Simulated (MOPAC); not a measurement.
# C2H4F (SMILES C[CH]F), run twice

Aim: a single-point energy of C2H4F at RM1 (COSMO dichloromethane, electric field (0.5, -0.2, 0.2) V/angstrom).

The calculation is run with MOPAC 23.2.5.

5 further runs of the same task are left out: 5 set aside as unsound or not needed.

### Step 1. The structure to begin with

The species is C2H4F (7 atoms), meant as a doublet with charge 0. As SMILES, `C[CH]F`. The coordinates come from a GFN2-xTB relaxation.

Bond lengths: C1–C2 1.469 Å, C2–F3 1.347 Å, C1–H4 1.094 Å, C1–H5 1.095 Å, C1–H6 1.087 Å, C2–H7 1.072 Å. Angles: C1–C2–F3 118.8°, C1–C2–H7 127.0°, F3–C2–H7 114.1°, C2–C1–H4 111.3°, C2–C1–H5 111.4°, C2–C1–H6 109.6°, H4–C1–H5 106.7°, H4–C1–H6 108.9°, H5–C1–H6 108.8°.

### Step 2. Try one

The input, c2h4f.mop:

```
RM1 ITRY=82 EPS=8.93 1SCF AM1 FIELD=(0.5,-0.2,0.2) UHF AUX(PRECISION=9) THREADS=1
C2H4F
C[CH]F
C     0.000000  0    0.000000  0    0.000000  0   0   0   0
C     1.468528  1    0.000000  0    0.000000  0   1   0   0
F     1.347190  1  118.818460  1    0.000000  0   2   1   0
H     1.094137  1  111.279090  1 -121.687610  1   1   2   3
H     1.094854  1  106.747900  1  121.785360  1   1   4   2
H     1.087113  1  108.902680  1  117.346620  1   1   4   5
H     1.072236  1  114.141840  1  178.210930  1   2   3   1
```

The run is started by

```bash
$ mopac c2h4f.mop
```

c2h4f.out:

```text
MOPAC v23.2.5
AM1 CALCULATION RESULTS

 *  AM1        - The AM1 Hamiltonian to be used
 *  RM1        - The RM1 Hamiltonian to be used
 *  FIELD      - AN EXTERNAL ELECTRIC FIELD IS TO BE USED
 *  UHF        - UNRESTRICTED HARTREE-FOCK CALCULATION
 *  EPS=8.93   - USE COSMO IMPLICIT SOLVATION MODEL
 *  1SCF       - DO 1 SCF AND THEN STOP
 *  THREADS=1  - MULTI-THREADING NOT USED
 *  ITRY=      - DO A MAXIMUM OF    82 ITERATIONS FOR SCF
 *  AUX        - OUTPUT AUXILIARY INFORMATION

           ONLY ONE OF MNDO, MNDOD, AM1, PM3, RM1, PM6, PM7, PM8, AND INDO ALLOWED

          IMPOSSIBLE OPTION REQUESTED
 *
 *  Errors detected in keywords.  Job stopped here to avoid wasting time.
 *

 *                                                                            *
 *     Error and normal termination messages reported in this calculation     *
 *                                                                            *
 * IMPOSSIBLE OPTION REQUESTED                                                *
 * JOB ENDED NORMALLY                                                         *
 *                                                                            *

 TOTAL JOB TIME:             0.00 SECONDS

 == MOPAC DONE ==
```

It took 0.02 s on 1 thread of AMD EPYC 9R14 (Zen 4), shared host.

### Step 3. What went wrong

The input was rejected.

The log says `IMPOSSIBLE OPTION REQUESTED`. What is wrong: the input asks for two things that clash.

### Step 4. Try two

The input, calc.mop:

```
RM1 1SCF FIELD=(0.5,-0.2,0.2) EPS=8.93 DOUBLET AUX(PRECISION=6) THREADS=1


C     -0.536130     0.344390    -0.128570
C      0.687570    -0.444990     0.061200
F      1.056810    -0.779810     1.312790
H     -1.251700    -0.180120    -0.768870
H     -0.322880     1.302850    -0.612910
H     -0.999980     0.534210     0.836120
H      1.366320    -0.776520    -0.699770
```

The run is started by

```bash
$ mopac calc.mop
```

calc.out:

```text
MOPAC v23.2.5
RM1 CALCULATION RESULTS
[...]
           Empirical Formula: C2 H4 F  =     7 atoms
      MOLECULAR POINT GROUP   :   Cs
[...]
     SCF FIELD WAS ACHIEVED
[...]
          FINAL HEAT OF FORMATION =        -41.40559 KCAL/MOL =    -173.24100 KJ/MOL
          VAN DER WAALS AREA      =         81.95 SQUARE ANGSTROMS
          DIELECTRIC ENERGY       =         -0.09646 EV
          COSMO AREA              =         81.95 SQUARE ANGSTROMS
          COSMO VOLUME            =         63.71 CUBIC ANGSTROMS
          IONIZATION POTENTIAL    =          9.382785 EV
          ALPHA SOMO LUMO (EV)    =         -9.383  3.178
          BETA  SOMO LUMO (EV)    =        -12.690  0.740
          NO. OF ALPHA ELECTRONS  =         10
          NO. OF BETA  ELECTRONS  =          9
          MOLECULAR WEIGHT        =         47.0520         POINT GROUP:  Cs
[...]
                             CARTESIAN COORDINATES
   1    C       -0.536130000     0.344390000    -0.128570000
   2    C        0.687570000    -0.444990000     0.061200000
   3    F        1.056810000    -0.779810000     1.312790000
   4    H       -1.251700000    -0.180120000    -0.768870000
   5    H       -0.322880000     1.302850000    -0.612910000
   6    H       -0.999980000     0.534210000     0.836120000
   7    H        1.366320000    -0.776520000    -0.699770000
           Empirical Formula: C2 H4 F  =     7 atoms
      MOLECULAR POINT GROUP   :   Cs
[...]
              NET ATOMIC CHARGES AND DIPOLE CONTRIBUTIONS
  ATOM NO.   TYPE          CHARGE      No. of ELECS.   s-Pop       p-Pop
    1          C          -0.196270        4.1963     1.14517     3.05109
    2          C          -0.036391        4.0364     1.22459     2.81180
    3          F          -0.224395        7.2244     1.91313     5.31126
    4          H           0.126757        0.8732     0.87324
    5          H           0.112919        0.8871     0.88708
    6          H           0.096075        0.9039     0.90393
    7          H           0.121305        0.8787     0.87869
 DIPOLE           X         Y         Z       TOTAL
 POINT-CHG.    -1.356     0.985    -2.127     2.708
 HYBRID         0.185    -0.117     0.207     0.301
 SUM           -1.171     0.867    -1.920     2.411
[...]
                    (S**2)  =    0.755696
[...]
 * JOB ENDED NORMALLY *
[...]
```

Wall time 0.04 s (1 thread of AMD EPYC 9R14 (Zen 4), shared host).

### Step 5. What came out

Level: RM1 (COSMO dichloromethane, electric field (0.5, -0.2, 0.2) V/angstrom).

```
         quantity           value
    dipole moment          2.41 D
heat of formation  -41.4 kcal/mol
             ⟨S²⟩           0.756
```
